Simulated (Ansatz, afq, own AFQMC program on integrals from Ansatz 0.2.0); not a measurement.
## Where AFQMC and coupled cluster stand for SiGeS, triplet

```xyz
3

Ge    0.4217    0.0000    1.0409
Si   -1.2588    0.0000   -0.5483
S     0.1472    0.0000   -1.8778
```

Connectivity, by distances: Ge–Si–S.

Basis cc-pVDZ. Only valence electrons are correlated. Ansatz 0.2.0 and our own AFQMC program on the same integrals; the CISD trial comes from CCSD amplitudes, and released means the phaseless constraint is let go. Error bars are statistical, one sigma. No spin–orbit coupling.

Determinant: ROHF, the one that the program's search chose, which needn't be the lowest solution. The geometry is a point of a scan.

No full CI on the walks' own integrals is used here; CCSDT(Q) serves as the reference and is uncertain by about the last step of the cluster series.

Cautions: no relativity below Rb; no spin-orbit coupling; inner d shell frozen; lower spins were not checked; a spin-contaminated unrestricted determinant lies lower (UHF 259 meV lower, ⟨S²⟩ 2.10).

```
T1 diagnostic                               : 0.0375
weight of the determinant in the CISD state : 0.797
size of the correlated space                : 14 electrons in 39 orbitals
```

```tsv
level	correlation energy (eV)
MP2	-7.3667
CCSD	-8.2078
CCSD(T)	-8.6324
```

(1) Estimate where AFQMC with the constraint released lies against CCSD(T) on the same integrals.

(1) 0.20 ± 0.89 kcal/mol below CCSD(T). The gap is under twice the noise, so this walk alone can't tell the two apart.

Reference: CCSDT(Q), correlation energy -8.716 eV. The released energy is read at 2.40 1/Eh (meV from the phaseless value at times in 1/Eh: 20 ± 24 at 0.24, -8 ± 26 at 0.51, -27 ± 23 at 0.99, -27 ± 25 at 1.62, 29 ± 39 at 2.40).

```
         level  E − E(reference) (kcal/mol)  share of correlation (%)
       CCSD(T)                         1.93                     99.04
         CCSDT                         0.87                     99.57
 ph-AFQMC/CISD                  1.06 ± 0.49                     99.47
released AFQMC                  1.73 ± 0.89                     99.14
```

A walk keeps the symmetry of its determinant, which the program's search chose and which needn't be the lowest solution, so a lower state of the same spin and another symmetry isn't excluded. Released energies are given only where the last usable release times agree within the noise; a slower fall can still hide under it.
